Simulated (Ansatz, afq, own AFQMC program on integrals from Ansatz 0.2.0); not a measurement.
AFQMC on a folder of integrals that Ansatz 0.2.0 wrote.

```yaml
crystal:
  periodic: [false, false, false]
  atoms:
    - {symbol: Si, position_ang: [0.000000, 0.000000, 1.626937]}
    - {symbol: C, position_ang: [0.000000, 0.000000, -0.265589]}
    - {symbol: H, position_ang: [0.000000, 0.000000, -1.361348]}
basis:
  gaussian: {orbitals: cc-pVDZ}
magnetization: {spin_polarized: true, initial_magnetization: 3}
correlation: {method: ccsd_t, electrons: outside_noble_gas, hamiltonian_folder: ham}
```

```sh
$ ansatz run in.yaml --threads 1 --pin off --events-out ev --progress --plain --max-ram 1382MiB
```

afq runs on the folder ham with

```
--method phaseless --trial cisd --walkers 2 --populations 1 --least-time 40 --time-step 0.04 --steps-per-block 10 --equilibration-blocks 8 --max-blocks 150 --target-error 0.00072 --factor-cut 1e-05 --start spin_pure --seed 7903 --release-times 0.3,0.6,0.9,1.2 --release-step 0.1 --release-every 2 --taylor-order 6
```

Times are imaginary, in 1/Eh. The walk had a cap of 90 s.

```
orbitals 31  electrons 6 3  factors 224 of 362
reference energy -327.21570440 Eh
CCSD correlation -0.17543924 Eh in 12 cycles, weight of the determinant in the CISD state 0.8877
energy of the start -327.389776 Eh
 block  time / (1/Eh)  mean weight  energy / Eh
     1     0.400  0.9701  -327.388026
     2     0.800  0.9505  -327.391060
     3     1.200  1.0170  -327.392362
     4     1.600  1.0242  -327.392405
     5     2.000  0.8879  -327.395522
     7     2.800  0.9793  -327.388584
     9     3.600  1.0604  -327.401456
    13     5.200  0.9704  -327.395526
    19     7.600  0.9523  -327.388805
    25    10.000  0.9131  -327.391641
    31    12.400  1.0144  -327.397885
    37    14.800  1.0131  -327.415010
    43    17.200  1.0096  -327.410247
    49    19.600  0.9836  -327.426286
    55    22.000  1.0191  -327.393015
    58    23.200  1.0782  -327.370494
    61    24.400  1.0269  -327.383360
    67    26.800  0.8947  -327.382854
    73    29.200  1.0154  -327.393126
    79    31.600  1.0989  -327.385779
    85    34.000  1.0123  -327.389634
    91    36.400  1.0038  -327.391175
    97    38.800  1.0493  -327.389724
   103    41.200  0.9396  -327.391025
   106    42.400  0.9525  -327.519508
   109    43.600  0.9131  -327.425412
   115    46.000  0.9555  -327.385097
   121    48.400  1.0962  -327.389460
   127    50.800  0.9855  -327.413484
   133    53.200  0.9359  -327.409134
   139    55.600  0.9637  -327.387858
   145    58.000  0.9693  -327.390880
   151    60.400  0.9811  -327.410872
   157    62.800  1.0005  -327.392515
blocks merged  error / Eh  count
     1  0.001877  150
     2  0.002012  75
     4  0.002075  37
     8  0.002121  18
    16  0.001457  9
released: time / (1/Eh)  energy / Eh  error  mean overlap
  0.30  -327.398405  0.001701  1.0870
  0.60  -327.398335  0.001804  1.0803
  0.90  -327.397160  0.001801  1.1067
  1.20  -327.397883  0.001896  1.1079
energy -327.400331 +/- 0.002121 Eh
(rows thinned)
```

The run passed its tests (sampling time, drift between the halves within three errors, error under three times the target), which doesn't prove that it has relaxed.

Against this walk (error 57.7 meV) on the same determinant: CCSD(T) 122.6 meV higher, CCSDT(Q) 82.9 meV higher (within the noise), a separate phaseless walk with a CISD trial and standard settings 95.2 ± 58.3 meV higher (within the noise). The error is statistical and leaves out the bias of the constraint.

A setting was made bad on purpose (too few walkers), so the walk's energy isn't to be trusted.

Cautions: constraint bias not in the error; error above the target (57.7 against 19.6 meV); lower spins were not checked; unrestricted determinant slightly spin contaminated (⟨S²⟩ 3.81 against 3.75); so few walkers bias the energy; the time-step error isn't removed.

CCSDT and higher add their correlation energy to the determinant of the CCSD(T) run, since their own runs factorise the integrals more tightly (a shift of under 2 meV). A walk keeps the symmetry of its determinant, which the program's search chose and which needn't be the lowest solution, so a lower state of the same spin and another symmetry isn't excluded.
